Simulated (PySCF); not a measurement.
Dipole moment and polarisability of `FS(F)(F)F`

Species: SF₄.
Cartesian coordinates in Å at the GFN2-xTB level; atoms count from 1:
```xyz
5
SF4 angstrom
F      0.4942   -1.0731    0.7031
S      0.0474   -0.0201   -0.4383
F     -0.6159    1.1307    0.4815
F      1.5425    0.7513   -0.2609
F     -1.4596   -0.7859   -0.5026
```

Level: PBE0/def2-SVPD (PySCF), static field, nuclei fixed, core orbitals frozen in the response. The polarisability tensor in these axes (au):

```
x   34.78  3.00  0.89
y    3.00 30.52  0.05
z    0.89  0.05 25.07
```

Task: Give the principal values, the mean and the anisotropy Δα = √{½[(α1 − α2)² + (α2 − α3)² + (α1 − α3)²]}.

Result: Principal values 24.98, 29.01 and 36.38 au; mean 30.12 au = 4.46 Å³ = 4.97 × 10⁻⁴⁰ C²·m²/J; Δα = 10.02 au (33 % of the mean).

Task: What is the dipole moment, and where does it point?

Result: (0.09, -0.04, -0.84) D, 0.84 D in size, pointing from the negative to the positive side. Measured along this direction, the outermost atoms are F1 and F3 at the negative end and S2, F4 and F5 at the positive end.

Task: Find the Langevin capture rate constant for H3O+ (19.018 u) meeting this molecule (107.966 u), k = 2.342 × 10⁻⁹ cm³/s × √(α in Å³ / reduced mass in u).

Result: The reduced mass is 16.17 u, so k = 1.23 × 10⁻⁹ cm³/s. The formula leaves out the permanent dipole, which adds to the capture rate.

Task: Directions of the eigenvectors, and the extent of the frame along each?

Result: Largest value along (0.89, 0.45, 0.07), where the nuclei span 3.38 Å; middle along (-0.45, 0.89, -0.09), 2.48 Å; least along (-0.10, 0.05, 0.99), 1.04 Å. The response follows the extents in order.

Task: In TDDFT the mean static polarisability is Σ f/ω² over all singlet excitations (ω in hartree). How much of it do the 8 lowest give? Their energies (eV) and oscillator strengths: 5.99, 0.0334; 7.24, 0.0289; 7.44, 0.0000; 7.51, 0.0089; 7.99, 0.0008; 8.10, 0.0006; 8.84, 0.0000; 8.97, 0.0083.

Result: They add up to 1.31 au, 4.3 % of the 30.12 au; the largest single term is 0.69 au, from the state at 5.99 eV. Terms in order: 0.69, 0.41, 0.00, 0.12, 0.01, 0.01, 0.00, 0.08 au. Higher excitations give the rest. The strengths listed sum to 0.081.

Task: How large is μ²/3kT at 298 K beside α?

Result: In Gaussian units μ²/3kT = 5.75 Å³ against 4.46 Å³, a ratio of 1.29; the Debye molar polarisation (4π/3)N_A(α + μ²/3kT) is 25.8 cm³/mol, leaving out the vibrational part.

Task: What depolarisation ratio follows for Rayleigh scattering of linearly polarised light, taking the static tensor?

Result: ρ = 3Δα²/(45ᾱ² + 4Δα²) = 301.0/(40835 + 401.3) = 0.0073.

Isolated species at its GFN2-xTB geometry, gas phase.

These values come from a run that also computed excited states. Hardware: Arm Neoverse V1, one thread (shared host). Cost: 8.5 s wall.
